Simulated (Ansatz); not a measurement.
## Rock-salt GdN

Method: B3LYP (VWN-RPA form) in Ansatz (plane waves, PAW).

Numerical settings: plane-wave cutoff 460 eV, 10×10×10 k mesh, Fermi–Dirac smearing 0.01 eV, spin-polarised with parallel moments, scalar-relativistic PAW data made under PBE.

Cell (measured lattice):

```cif
data_GdN
_chemical_formula_sum 'Gd1 N1'
_space_group_name_H-M_alt 'P 1'
_space_group_IT_number 1
_cell_length_a 3.51715
_cell_length_b 3.51715
_cell_length_c 3.51715
_cell_angle_alpha 60.000
_cell_angle_beta 60.000
_cell_angle_gamma 60.000
loop_
_space_group_symop_operation_xyz
  'x, y, z'
loop_
_atom_site_label
_atom_site_type_symbol
_atom_site_fract_x
_atom_site_fract_y
_atom_site_fract_z
_atom_site_occupancy
Gd1 Gd 0.00000 0.00000 0.00000 1
N1 N 0.50000 0.50000 0.50000 1
```
Starting moments (μB, in the order of the record's atoms Gd N): 7.0 0.0.

* **band gap**: 0.50 eV (on the SCF k mesh)
* **smallest direct gap on the k points sampled**: 0.94 eV
* **Γ–Γ gap**: 3.65 eV
* **magnetic moment (largest site, within a sphere)**: 6.93 μB

Note: the state of the 4f shell is in doubt; cell and atoms aren't relaxed at this level (pressure 4.9 GPa).

Moments are spin moments.

Spin–orbit coupling is not included.

Computing time: around 9 core-minutes (rough).

Ansatz is a program for electronic structure.
